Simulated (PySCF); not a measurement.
Mayer bond orders and bond lengths

Compound: diethyl sulfide, C₄H₁₀S.
SMILES with atom numbers: `[CH3:1][CH2:2][S:3][CH2:4][CH3:5]` (hydrogens: H6, H7, H8 on C1; H9, H10 on C2; H11, H12 on C4; H13, H14, H15 on C5)

Structure used (GFN2-xTB), in Å, numbered top down from 1:
```xyz
15
C4H10S angstrom
C     -2.1678   -0.2071    0.1047
C     -1.1826    0.8126   -0.4343
S     -0.0639    0.1050   -1.6935
C      1.1461   -0.7649   -0.6364
C      2.1997    0.1688   -0.0717
H     -2.8394    0.2657    0.8191
H     -1.6527   -1.0229    0.6082
H     -2.7573   -0.6240   -0.7085
H     -0.5669    1.2378    0.3576
H     -1.7040    1.6191   -0.9482
H      1.5984   -1.5132   -1.2859
H      0.5918   -1.2708    0.1532
H      2.9078   -0.3922    0.5354
H      2.7402    0.6571   -0.8789
H      1.7461    0.9369    0.5517
```

Bond orders from the PBE0/pcSseg-1 density (PySCF). Isolated species at its GFN2-xTB geometry (one conformer only).

Q: Where do the orders between heavy atoms depart from those drawn in the SMILES?

A: The largest departure is 0.025, at C1–C2 (drawn single, 1.025) and C4–C5 (drawn single, 1.025).

Q: Set the Mayer orders of the bonds between heavy atoms beside their lengths.

A: 
```tsv
bond	drawn as	length (Å)	Mayer order
C1–C2	single	1.517	1.025
C2–S3	single	1.827	1.003
S3–C4	single	1.827	1.002
C4–C5	single	1.517	1.025
```

Q: And the bonds to hydrogen?

A: C–H: 0.93 to 0.97 (10 bonds).

Q: Sum the orders of all bonds at each heavy atom with more than one neighbour and set the sums beside the valence in the SMILES.

A: C1 3.913 (drawn 4), C2 3.910 (drawn 4), S3 2.005 (drawn 2), C4 3.909 (drawn 4), C5 3.914 (drawn 4). Orders between atoms that aren't bonded are not in these sums.

Mayer orders depend on the basis set.

These values come from a run that also computed NMR shieldings. Time: 12 s wall. Hardware: Arm Neoverse V2, one thread, on a shared host.
